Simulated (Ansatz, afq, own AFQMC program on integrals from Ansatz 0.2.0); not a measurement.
AFQMC, coupled cluster and functionals along a coordinate of AlGeH4, doublet

```yaml
atoms:
  - { symbol: Ge, position_ang: [0.0000, 0.0000, 0.7847] }
  - { symbol: Al, position_ang: [0.0000, 0.0000, -1.8784] }
  - { symbol: H, position_ang: [-1.1260, 0.0000, -0.5236] }
  - { symbol: H, position_ang: [1.1260, 0.0000, -0.5236] }
  - { symbol: H, position_ang: [0.0000, -1.4027, -2.6096] }
  - { symbol: H, position_ang: [0.0000, 1.4027, -2.6096] }
```

The Al2–H6 distance is changed with both sides rigid. Energies in mEh count from this geometry (1.582 Å) at the same level; the start stands on UHF, each point on the determinant named.

Basis 6-31G. Noble-gas cores (and the filled d shells of Ga–Kr and In–Xe) are frozen. AFQMC by an in-house program on the Cholesky factors that Ansatz 0.2.0 writes for its CCSD(T) run. The CISD trial takes its coefficients from CCSD amplitudes. Released means that phaseless walkers are propagated on without the constraint, phases kept. ± is one standard error of the sampling. No spin–orbit coupling.

Cautions, each for one point or more: higher spins were not checked; inner d shell frozen; no relativity below Rb; no spin-orbit coupling; strong correlation; unrestricted determinant spin contaminated; walk and cluster series may follow different spin states.

| r(Al2–H6) / Å | det. | T1 | weight | ⟨S²⟩ | CCSD(T) | ph-AFQMC/CISD | released AFQMC | r2SCAN | PBE0 |
| --- | --- | --- | --- | --- | --- | --- | --- | --- | --- |
| 1.424 | UHF | 0.014 | 0.91 | 0.76 | 10.6 | 11.0 ± 0.2 | – | 9.3 | 9.4 |
| 1.700 | UHF | 0.014 | 0.91 | 0.76 | 1.0 | 1.1 ± 0.3 | – | 2.0 | 1.9 |
| 2.186 | UHF | 0.021 | 0.88 | 0.78 | 35.8 | 35.1 ± 0.5 | 35.5 ± 0.3 | 41.0 | 41.4 |
| 2.950 | UHF¶ | 0.063 | 0.73 | 1.50 | 88.9 | 88.0 ± 0.5 | 87.7 ± 0.6* | 96.8§ | 101.1§ |
| 4.303 | UHF¶ | 0.063 | 0.76 | 1.66 | 103.2 | 101.7 ± 0.5 | 100.0 ± 0.7* | 117.3§ | 116.8§ |

Weight is that of the determinant in the CISD state; at the start T1 is 0.014 and the weight 0.91, and ⟨S²⟩ is 0.76. ¶ marks points with a poor determinant and no full CI, where no value is sure; they don't count among the departures. An asterisk marks released energies that aren't shown to be converged. Symmetry can't show for every point that it stays on the start's state. A dash marks a missing value, a released energy that hasn't settled or a functional that sits on another state. § marks a functional whose ⟨S²⟩ is too high by over 0.1. Largest departures from phaseless AFQMC with a CISD trial: CCSD(T) 0.7 mEh at 2.186 (on UHF) (within the noise). The walk's constraint bias lies outside its error bars, so these are departures and not errors. The functionals aren't scored here. In this small basis the wave-function levels are far from their limit, so their gap to the functionals isn't the functionals' error.

Some points may be missing: those where a free walk finds a much lower state, and past Zn most of those on another determinant than at the start.

A walk keeps the symmetry of its determinant, which the program's search chose and which needn't be the lowest solution, so a lower state of the same spin and another symmetry isn't excluded.
